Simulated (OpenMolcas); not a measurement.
# PW91/6-311++G(3df,3pd) run of P2 (SMILES P#P)

Aim: the vertical singlet–triplet gap of P2 at PW91/6-311++G(3df,3pd), from 2 runs. 

Program for the calculation: OpenMolcas 26.06.

## 1. The molecule

The species is P2 (2 atoms), meant as a singlet with charge 0. SMILES: `P#P`. Geometry: the measured bond length.

Bond lengths: P1–P2 1.893 Å.

## 2. Energy and forces at PW91/6-311++G(3df,3pd)

File geom.xyz:

```xyz
2

P      0.000000     0.000000     0.000000
P      0.000000     0.000000     1.893400
```

File job.input:

```
&gateway
baslib = $CurrDir
coord = geom.xyz
basis = 6-311ppG3df3pd
group = NoSym
&seward
&scf
ksdft = 2
1.0 GGA_X_PW91
1.0 GGA_C_PW91
prorbitals = 0
&alaska
```

The basis set 6-311++G(3df,3pd) is read from a file made from the Basis Set Exchange's data (not shown).

On the command line:

```sh
$ export MOLCAS_MEM=1860
$ pymolcas job.input > job.log
```

Output:

```text
--- Start Module: gateway ---
[...]
--- Stop Module: gateway /rc=_RC_ALL_IS_WELL_ ---
[...]
      Basis functions           94
[...]
--- Start Module: scf ---
[...]
       Convergence after   9 Iterations
[...]
::    Total KS-DFT energy                            -682.6944823168
[...]
      Total spin, S                                     0.0000000000
[...]
      Total electronic charge=   30.000000
      Total            charge=   -0.000000
[...]
      Dipole Moment (debye):
      Origin of the operator (angstrom)=    0.0000    0.0000    0.9467
                   X=  1.4521E-14               Y= -1.9497E-14               Z=  4.7613E-08           Total=  4.7613E-08
      Quadrupole Moment (debye*angstrom):
[...]
--- Stop Module: scf /rc=_RC_ALL_IS_WELL_ ---
[...]
--- Start Module: alaska ---
[...]
 *              Molecular gradients               *
 **************************************************
  Irreducible representation: a
 ------------------------------------------------------------------------------------------
                              X                       Y                       Z
 ------------------------------------------------------------------------------------------
  P1                3.12303185729902E-15    1.11513063061585E-15    6.02193066309908E-03
  P2               -3.12129713382305E-15   -1.11559141653915E-15   -6.02193066308487E-03
 ------------------------------------------------------------------------------------------
--- Stop Module: alaska /rc=_RC_ALL_IS_WELL_ ---
[...]
```

Run time: 7.2 s. Hardware: 1 thread of Arm Neoverse V1, shared host; peak memory 0.52 GiB.

## 3. The triplet, same level

geom.xyz is that of step 2.

File job.input:

```
* P2 Kohn-Sham DFT
>>> EXPORT MOLCAS_PRINT=2

&gateway
  baslib=$CurrDir
  coord=geom.xyz
  basis=6-311ppG3df3pd
  group=NoSym

&seward

&scf
  uhf
  spin=3
  ksdft=2
  1.0 GGA_X_PW91
  1.0 GGA_C_PW91
  prorbitals=0

&alaska
```

The basis set 6-311++G(3df,3pd) is read from a file made from the Basis Set Exchange's data (not shown).

On the command line:

```sh
$ export MOLCAS_MEM=1860
$ pymolcas job.input > job.log
```

Output:

```text
--- Start Module: gateway ---
[...]
--- Stop Module: gateway /rc=_RC_ALL_IS_WELL_ ---
[...]
      Basis functions           94
[...]
--- Start Module: scf ---
[...]
       Convergence after  23 Iterations
[...]
::    Total KS-DFT energy                            -682.5884227018
[...]
      Total spin, S                                     1.0030089937
[...]
      Total electronic charge=   30.000000
      Total            charge=   -0.000000
[...]
      Dipole Moment (debye):
      Origin of the operator (angstrom)=    0.0000    0.0000    0.9467
                   X= -1.8344E-15               Y=  8.8516E-16               Z=  3.5957E-05           Total=  3.5957E-05
      Quadrupole Moment (debye*angstrom):
[...]
--- Stop Module: scf /rc=_RC_ALL_IS_WELL_ ---
[...]
--- Start Module: alaska ---
[...]
 *              Molecular gradients               *
 **************************************************
  Irreducible representation: a
 ------------------------------------------------------------------------------------------
                              X                       Y                       Z
 ------------------------------------------------------------------------------------------
  P1               -7.88694479310523E-16   -5.05752122106475E-15    1.07180926540380E-01
  P2                7.93004182946164E-16    5.06337570103791E-15   -1.07180926540373E-01
 ------------------------------------------------------------------------------------------
--- Stop Module: alaska /rc=_RC_ALL_IS_WELL_ ---
[...]
```

Run time: 14 s. Hardware: 1 thread of Arm Neoverse V1, shared host; peak memory 0.52 GiB.

## 4. Summary of results

At PW91/6-311++G(3df,3pd):

```
                                        quantity          value
                           singlet: total energy  -682.69448 Eh
                          singlet: dipole moment         0.00 D
                            singlet: HOMO energy       -7.18 eV
                            singlet: LUMO energy       -3.48 eV
                          singlet: HOMO–LUMO gap        3.70 eV
               singlet: largest force on an atom     0.310 eV/Å
                           triplet: total energy  -682.58842 Eh
                          triplet: dipole moment         0.00 D
     triplet: HOMO energy (highest over α and β)       -4.37 eV
                                   triplet: ⟨S²⟩          2.009
               triplet: largest force on an atom     5.511 eV/Å
vertical energy of the triplet above the singlet       2.886 eV
```

**Reading.** At this shape the triplet lies 2.89 eV (67 kcal/mol) above the singlet. The largest force (singlet) is 0.31 eV/Å: the shape isn't a stationary point for this species at this level.
